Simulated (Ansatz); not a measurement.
**CH2Si (quintet): the correlation ladder, def2-TZVPP**

One table from this session's results is given with a row withheld; the runs are named, their logs left out.

The runs use Ansatz 0.2.0, Gaussian basis; def2-TZVPP, core rule «outside noble gas», up to 6 orbitals frozen.

The runs, in order: UHF; ROHF; CCSD(T) on UHF.

2 further runs of the same task are left out: 2 set aside as unsound or not needed.

## The system

The geometry is a PBE0/def2-TZVP stationary point (not a proven minimum) of the parent state, kept for this charge and spin.

4 atoms, charge 0, spin multiplicity 5.

Atoms are counted from 1 here; the program's logs count them from 0.

Bond lengths: Si1–C2 1.820 Å, Si1–H3 1.492 Å, Si1–H4 1.492 Å. Angles: C2–Si1–H3 125.7°, C2–Si1–H4 125.7°, H3–Si1–H4 108.7°.

Coordinates:

```xyz
4

Si    0.00000    0.00000    0.47751
C     0.00000    0.00000   -1.34275
H     0.00000    1.21249    1.34748
H     0.00000   -1.21249    1.34748
```

The first run:

Input file in.yaml:

```yaml
crystal:
  periodic: [false, false, false]
  atoms:
    - {symbol: Si, position_ang: [0.000000, 0.000000, 0.477506]}
    - {symbol: C, position_ang: [0.000000, 0.000000, -1.342750]}
    - {symbol: H, position_ang: [0.000000, 1.212489, 1.347482]}
    - {symbol: H, position_ang: [0.000000, -1.212489, 1.347482]}
basis:
  gaussian: {orbitals: def2-TZVPP}
magnetization: {spin_polarized: true, initial_magnetization: 4}
hamiltonian: {xc: hf}
output: {orbitals: {seedname: orbitals}}
```

Command:

```
$ ansatz run in.yaml --threads 1 --pin off --events-out ev --progress --plain --max-ram 4096MiB --backend cpu
```

Steps of the session up to this table: UHF; ROHF; CCSD(T) on UHF.

One table of the session follows, with a row left open; its other results are not shown here.

| method | from UCCSD(T) (kJ/mol) |
| --- | --- |
| ROHF | +585.3 |
| UHF | ? |
| UMP2 | +112.0 |
| UCCSD | +19.2 |
| UCCSD(T) | 0 |

**Question.** Estimate the row for UHF.

The run gave: from UCCSD(T) (kJ/mol): +572.3. In the column «from UCCSD(T) (kJ/mol)» it lies between UMP2 (+112.0) and ROHF (+585.3).
